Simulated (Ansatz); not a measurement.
in.yaml

```yaml
crystal:
  periodic: [false, false, false]
  atoms:
    - {symbol: Sn, position_ang: [0.000000, 0.000000, 0.000000]}
    - {symbol: H, position_ang: [0.000000, 0.000000, 1.553000]}
basis:
  gaussian: {orbitals: def2-TZVP}
total_charge: 1
magnetization: {spin_polarized: false}
hamiltonian: {xc: {name: PBE0}}
correlation: {method: ccsdt_q_b, electrons: outside_noble_gas}
```

```sh
$ ansatz run in.yaml --threads 1 --pin off --events-out ev --progress --plain --max-ram 2393MiB
```

Task: Roughly how long does this take on 1 thread of Arm Neoverse V1, shared host, and how much host memory?

Result: 3.3 s wall and 0.16 GiB.

```
887 factors; integrals over basis functions are off by at most 2.5e-7 eV
mean field evaluation 1: about -5838.0934 eV, gradient 1.7e1 eV
mean field evaluation 2: about -5838.0916 eV, gradient 1.7e1 eV
mean field evaluation 4: about -5838.9504 eV, gradient 1.3e0 eV
mean field evaluation 8: about -5838.9524 eV, gradient 1.3e-2 eV
mean field -5838.95241129 eV, -214.5775433307 hartree, gradient 1.3e-6 eV, S^2 0.000000; 0 other end points of the search recorded, 0 dependent functions left out
9 core orbitals not correlated: weight in the atoms' cores, before any rotation towards them, 0.997 or more for the frozen orbitals, at most 0.002 for the correlated occupied ones
reference -5813.33840594 eV, -213.6362459960 hartree; 2, 2 occupied and 45, 45 virtual orbitals, 887 factors
second order -1.54251595 eV of doubles, -0.10046605 eV of singles
cycle   1  -1.94300920 eV  change   -3.0e-1 eV  update   5.3e-2
cycle   2  -2.12574419 eV  change   -1.8e-1 eV  update   2.4e-2
cycle   3  -2.12463585 eV  change    1.1e-3 eV  update   5.1e-3
cycle   4  -2.12588117 eV  change   -1.2e-3 eV  update   1.9e-3
cycle   5  -2.12567247 eV  change    2.1e-4 eV  update   6.0e-4
cycle   6  -2.12539854 eV  change    2.7e-4 eV  update   2.1e-4
cycle   7  -2.12552159 eV  change   -1.2e-4 eV  update   6.5e-5
cycle   8  -2.12552500 eV  change   -3.4e-6 eV  update   1.6e-5
cycle   9  -2.12551777 eV  change    7.2e-6 eV  update   3.1e-6
cycle  10  -2.12551853 eV  change   -7.6e-7 eV  update   7.8e-7
cycle  11  -2.12551835 eV  change    1.8e-7 eV  update   1.9e-7
perturbative correction -0.00081352 eV, -0.0000298963 hartree
Total energy: -5815.46473781 eV, -213.7143872508 hartree
```
